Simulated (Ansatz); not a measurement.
**SiNH4O (SMILES N[SiH]O): methods side by side**

The species is SiNH4O (7 atoms), meant as a doublet with charge 0. SMILES: `N[SiH]O`. The shape was relaxed beforehand at r2SCAN/def2-SVP. This is one conformer, not always the lowest.

```xyz
7

N    -0.6993    0.5343   -0.5833
Si    0.2945    0.1571    0.7947
O     1.6440   -0.6843    0.2757
H    -0.3559    1.1673   -1.3018
H    -1.6940    0.6875   -0.4347
H    -0.6136   -0.6592    1.6813
H     1.4855   -1.2708   -0.4775
```

Quantity: the dissociation energy of the H5–N1 bond into doublet H and singlet SiNH3O (shapes relaxed at r2SCAN/def2-SVP, no zero-point term), in eV. The values are calculated.

```
              level                    kind  program  value (eV)  CPU time (all runs)
      UHF/def2-TZVP            Hartree–Fock   Ansatz        2.83                1.8 s
   USVWN5/def2-TZVP                     LDA   Ansatz        2.96                2.2 s
    UBLYP/def2-TZVP                     GGA   Ansatz        2.61                4.2 s
 U-r2SCAN/def2-TZVP                meta-GGA   Ansatz        2.86                9.3 s
 UPBE0-D4/def2-TZVP           global hybrid   Ansatz        2.88                4.6 s
U-wB97M-V/def2-TZVP  range-separated hybrid   Ansatz        2.73                 19 s
  UB2PLYP/def2-TZVP           double hybrid   Ansatz        2.68                  8 s
  RPA@PBE/def2-TZVP                     RPA   Ansatz        2.63                8.3 s
```

The values span 2.61 to 2.96 eV. A fragment with an even electron count was run as a singlet and may have a lower triplet. Measured bond enthalpies also hold zero-point and thermal terms, a few tenths of an eV less. Times are those of the runs behind each value, whatever else they computed, on shared processors of several kinds: orders of magnitude only.
